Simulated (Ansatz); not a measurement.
H₂Si, SMILES [SiH2], a test of scalar relativity

Computed with the Ansatz DFT code, driven from Python.

Interactive session:
```pycon
>>> import ansatz as az
>>> import numpy as np
>>> h2si = (
...     az.Crystal.molecule()
...     .atom("Si", (-0.31379, 0.29933, -0.13646))
...     .atom("H", (0.85057, 0.79853, 0.55305))
...     .atom("H", (-0.53678, -1.09786, -0.41659))
... )
>>> model = h2si.calculation().functional("hf").forces()
>>> # a set contracted for a scalar-relativistic Hamiltonian goes with the relativistic run
>>> sets = {"none": "cc-pVTZ", "scalar": "cc-pVTZ-DK"}
>>> found = {kind: model.basis(gaussian=basis).pseudopotentials(relativity=kind).run(threads=1).report for kind, basis in sets.items()}
>>> for kind, each in found.items():
...     dipole = 4.803205 * np.linalg.norm(each["charge_distribution"]["dipole_moment_e_ang"])
...     print(f"{kind:7s} E = {each['free_energy_ev']:.4f} eV  dipole {dipole:.3f} D  largest force component {np.abs(each['forces_ev_ang']).max():.4f} eV/A")
...
none    E = -7891.4292 eV  dipole 1.428 D  largest force component 2.6965 eV/A
scalar  E = -7907.8168 eV  dipole 1.411 D  largest force component 2.7006 eV/A
>>> print(f"relativity lowers the total energy by {found['none']['free_energy_ev'] - found['scalar']['free_energy_ev']:.3f} eV")
relativity lowers the total energy by 16.388 eV
```

The total moves by -16.4 eV, nearly all in the cores, and the dipole from 1.43 to 1.41 D.

Reading the output:
- These settings explore the input space; basis and method may be short of convergence.
- The geometry is a force-field or estimated start, not a minimum of this method. The basis set changes with the Hamiltonian (a set recontracted for scalar relativity), and most of the change in the total lies in the cores.
- It ran for 0.9 s on 1 thread of Arm Neoverse V1, with other jobs on the host, peak memory 0.16 GiB.
